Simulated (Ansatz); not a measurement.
Worked example: Ge–AsH2, quartet against Ge–AsH₂, doublet

Geometry (PBE0/def2-TZVP stationary point of a doublet), kept for both states (Ge–AsH2, doublet: B2; Ge–AsH2, quartet: B2):

```yaml
atoms:
  - { symbol: Ge, position_ang: [0.0000, 0.0000, 1.1907] }
  - { symbol: As, position_ang: [0.0000, 0.0000, -1.0996] }
  - { symbol: H, position_ang: [0.0000, 1.1742, -2.0399] }
  - { symbol: H, position_ang: [0.0000, -1.1742, -2.0399] }
```

Basis cc-pVDZ; Ansatz 0.2.0. Correlated methods freeze the noble-gas cores and the filled d shells of p-block atoms. R marks a restricted (for open shells ROHF) determinant. No spin–orbit coupling is included, and no scalar relativity.

Full CI isn't at hand for all of this; RCCSDTQ serves as the reference, and is uncertain by about the last step of the cluster series.

```json
{"level": "RCCSD(T)", "E(Ge–AsH2, doublet) (hartree)": "-4310.842243", "E(Ge–AsH2, quartet) (hartree)": "-4310.759721"}
{"level": "PBE", "E(Ge–AsH2, doublet) (hartree)": "-4313.317056", "E(Ge–AsH2, quartet) (hartree)": "-4313.231448"}
{"level": "wB97M-V", "E(Ge–AsH2, doublet) (hartree)": "-4313.719770", "E(Ge–AsH2, quartet) (hartree)": "-4313.637345"}
{"level": "RCCSDTQ", "E(Ge–AsH2, doublet) (hartree)": "-4310.844314", "E(Ge–AsH2, quartet) (hartree)": "-4310.761168"}
```

Problem. Give the vertical gap, Ge–AsH2 quartet less Ge–AsH2 doublet, at each level in eV (1 hartree = 27.2114 eV), and each error against RCCSDTQ.

Solution. RCCSDTQ: (-4310.761168 − (-4310.844314)) × 27.2114 = 2.263 eV (the reference)
wB97M-V: (-4313.637345 − (-4313.719770)) × 27.2114 = 2.243 eV, error -0.020 eV
PBE: (-4313.231448 − (-4313.317056)) × 27.2114 = 2.330 eV, error 0.067 eV
RCCSD(T): (-4310.759721 − (-4310.842243)) × 27.2114 = 2.246 eV, error -0.017 eV

Total energies of functionals can't be set beside those of wave-function methods, since they hold the core's correlation and their own absolute errors; only the differences compare.

In so small a basis the reference is far from its limit while semilocal and hybrid functionals are nearer theirs, so the functionals' errors here hold much of the reference's basis and frozen-core error, which can add to them or hide them.

Each level lands on the state that its own search finds. T1 diagnostics of restricted CCSD: 0.029 and 0.019.
